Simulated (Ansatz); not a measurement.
`CC(=N)CCl`, relaxed with RKS PBE-D4/def2-SVP in the Gaussian-basis code of Ansatz from a rough embedded geometry. The force threshold is 0.03 eV/Å; the program also tests the step.

Charge 0, multiplicity 1.

Start:

```xyz
11

C    -0.588    1.057   -0.081
C    -0.259   -0.343    0.012
N    -1.154   -1.233   -0.220
C     1.139   -0.782    0.315
Cl    2.222   -0.292   -0.949
H    -1.692    1.278   -0.028
H    -0.243    1.510   -1.044
H    -0.148    1.642    0.715
H    -2.011   -0.825   -0.521
H     1.248   -1.813    0.524
H     1.486   -0.199    1.278
```

```json
{"step": "1", "energy (eV)": "-17202.2770", "largest force (eV/Å)": "3.827", "largest move (Å)": "0.000"}
{"step": "2", "energy (eV)": "-17202.6310", "largest force (eV/Å)": "1.004", "largest move (Å)": "0.186"}
{"step": "3", "energy (eV)": "-17202.6460", "largest force (eV/Å)": "1.437", "largest move (Å)": "0.141"}
{"step": "4", "energy (eV)": "-17202.7147", "largest force (eV/Å)": "0.357", "largest move (Å)": "0.143"}
{"step": "5", "energy (eV)": "-17202.7361", "largest force (eV/Å)": "0.156", "largest move (Å)": "0.102"}
{"step": "6", "energy (eV)": "-17202.7408", "largest force (eV/Å)": "0.110", "largest move (Å)": "0.061"}
{"step": "7", "energy (eV)": "-17202.7432", "largest force (eV/Å)": "0.141", "largest move (Å)": "0.078"}
{"step": "8", "energy (eV)": "-17202.7444", "largest force (eV/Å)": "0.046", "largest move (Å)": "0.018"}
{"step": "9", "energy (eV)": "-17202.7448", "largest force (eV/Å)": "0.012", "largest move (Å)": "0.011"}
```

End:

```xyz
11

C    -0.585    1.121   -0.151
C    -0.304   -0.353    0.007
N    -1.157   -1.310   -0.058
C     1.128   -0.754    0.306
Cl    2.303   -0.068   -0.887
H    -1.665    1.311   -0.306
H    -0.017    1.525   -1.014
H    -0.242    1.689    0.740
H    -2.105   -0.924   -0.219
H     1.205   -1.856    0.277
H     1.439   -0.382    1.304
```

Run time 12 s (4 threads of an Arm Neoverse V1 on a shared host); peak host memory 0.15 GiB.
